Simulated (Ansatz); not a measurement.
```yaml
crystal:
  periodic: [false, false, false]
  atoms:
    - {symbol: C, position_ang: [-3.149156, 1.711163, 0.390597]}
    - {symbol: O, position_ang: [-1.591386, -0.285822, -0.403916]}
    - {symbol: C, position_ang: [0.660757, -0.249644, -0.024948]}
    - {symbol: C, position_ang: [2.150625, -2.301711, -0.858363]}
    - {symbol: O, position_ang: [1.545675, 1.603946, 1.084317]}
    - {symbol: H, position_ang: [-3.013293, 1.885262, 2.352198]}
    - {symbol: H, position_ang: [-2.575920, 3.366655, -0.519162]}
    - {symbol: H, position_ang: [-4.956038, 1.167042, -0.165647]}
    - {symbol: H, position_ang: [3.083989, -3.112672, 0.695503]}
    - {symbol: H, position_ang: [3.533050, -1.642082, -2.122141]}
    - {symbol: H, position_ang: [1.023901, -3.655751, -1.744654]}
    - {symbol: H, position_ang: [3.287796, 1.513615, 1.316197]}
basis:
  gaussian: {orbitals: def2-TZVPD}
total_charge: 1
hamiltonian: {xc: {name: wB97X-V}}
output: {forces: true}
```

```sh
$ ansatz run in.yaml --threads 2 --pin off --events-out ev --progress --plain --max-ram 32768MiB --backend cpu
```

It prints (some lines left out):

```
Functional definition: wB97X-V
1247 factors; their error is unknown
497 factors; integrals over basis functions are off by at most 2.3e-5 eV
mean field evaluation 1: about -7219.4888 eV, gradient 1.3e2 eV
mean field evaluation 2: about -6474.3425 eV, gradient 3.2e2 eV
mean field evaluation 4: about -6827.2041 eV, gradient 2.4e2 eV
mean field evaluation 8: about -7265.0374 eV, gradient 1.4e1 eV
mean field -7265.65832858 eV, -267.0080187354 hartree, gradient 2.2e-5 eV, S^2 0.000000; 0 other end points of the search recorded, 0 dependent functions left out
reference -7265.65832473 eV, -267.0080185938 hartree; 20, 20 occupied and 234, 234 virtual orbitals, 1247 factors
Total energy: -7265.65832473 eV, -267.0080185938 hartree
Atom 0 at    -3.149156     1.711163     0.390597 Å, force    -1.500692     1.892853     0.747696 eV/Å
Atom 1 at    -1.591386    -0.285822    -0.403916 Å, force     2.948277     1.419376     1.213214 eV/Å
Atom 2 at     0.660757    -0.249644    -0.024948 Å, force    -1.365618     1.464396     0.546246 eV/Å
Atom 3 at     2.150625    -2.301711    -0.858363 Å, force     1.791389    -2.093404    -0.807280 eV/Å
Atom 4 at     1.545675     1.603946     1.084317 Å, force     3.097061    -3.046116    -1.093852 eV/Å
Atom 5 at    -3.013293     1.885262     2.352198 Å, force    -0.051060    -0.592418    -3.934668 eV/Å
Atom 6 at    -2.575920     3.366655    -0.519162 Å, force    -0.906548    -3.490102     1.682387 eV/Å
Atom 7 at    -4.956038     1.167042    -0.165647 Å, force     3.770723     0.788231     0.981816 eV/Å
Atom 8 at     3.083989    -3.112672     0.695503 Å, force    -1.987539     1.785475    -2.859202 eV/Å
Atom 9 at     3.533050    -1.642082    -2.122141 Å, force    -2.840828    -1.008984     2.494963 eV/Å
Atom 10 at     1.023901    -3.655751    -1.744654 Å, force     1.959266     2.889684     1.820486 eV/Å
Atom 11 at     3.287796     1.513615     1.316197 Å, force    -4.914432    -0.008992    -0.791805 eV/Å
Dipole moment:     0.066857    -0.356208    -0.174886 e Å
```

(1) Something in this input is off. What?

Answers

(1) The coordinates are in bohr but typed as ångström. The calculation finished and met its thresholds. The result belongs to that input, not to the molecule as meant.
